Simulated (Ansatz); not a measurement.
# Correlation methods on N2, singlet

Calculated in Ansatz's Gaussian-basis code; BCCD by scripts on PySCF. Basis cc-pVDZ, 2 core orbitals frozen, nonrelativistic. Perturbation and coupled-cluster methods stand on the Hartree–Fock determinant that coupled cluster favours (restricted). 

Correlation energy of CCSD(T), then each method's total less that of CCSD(T), in eV:

```csv
case,E corr CCSD(T),BCCD,BCCD(T),determinant
1.097 Å RHF,-8.734,+0.345,0.000,–
```

How far does CCSDT(Q) lie from CCSD(T) in each case, and where is CCSD(T) within 1 kcal/mol (0.043 eV)?

1.097 Å RHF: -0.048 eV (outside).
